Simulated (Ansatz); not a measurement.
`[CH3][Na]` + H–F → `[F][Na]` + CH₄ at 600 K and 1 bar (ligand exchange at the Na–C bond).

Isolated molecules relaxed with PBE0-D4/def2-TZVP in Ansatz; ΔE leaves out vibrations. CCSD(T)/CBS is the MP2 limit (def2-TZVPP, def2-QZVPP) plus CCSD(T) − MP2 in def2-TZVPP, frozen cores. This one scheme is used for every species. For Na outer-core shells are correlated without core-valence functions, which leaves a few kJ/mol of doubt a bond.

```csv
species,CCSD(T)/CBS energy (Eh),H − E (kJ/mol),S (J/(mol·K))
`[CH3][Na]`,-201.91112,116.9,285.8
H–F,-100.39570,42.3,194.0
`[F][Na]`,-261.92403,23.1,242.1
CH₄,-40.46206,140.4,215.7
```

H − E and S are ideal-gas, rigid-rotor, harmonic terms from PBE0-D4/def2-TZVP. 1 Eh = 2625.50 kJ/mol, R = 8.31446 J/(mol·K).

Task: By hand: ΔE, ΔH, ΔS and ΔG.

Result: ΔE = (-261.92403) + (-40.46206) − (-201.91112) − (-100.39570) = -0.07927 Eh = -208.1 kJ/mol. Δ(H − E) = 23.1 + 140.4 − 116.9 − 42.3 = 4.3, so ΔH = -203.8 kJ/mol. ΔS = 242.1 + 215.7 − 285.8 − 194.0 = -22.0 J/(mol·K). ΔG = -203.8 − 600 × (-22.0)/1000 = -190.6 kJ/mol.

Task: By hand: the equilibrium constant, and the temperature at which ΔG would vanish if ΔH and ΔS stayed fixed.

Result: log₁₀ K = −ΔG/(RT ln 10) = 16.6. ΔG = 0 at ΔH/ΔS = 9264 K, far beyond where these terms or the molecules hold.

ΔH outweighs TΔS. A doubt of 5 kJ/mol in ΔE shifts log₁₀ K by 0.4 here. These are equilibria of isolated gas molecules and say nothing of rates. Largest T1 diagnostic: 0.013 (customary marks: 0.02 for closed shells, 0.045 for open ones).
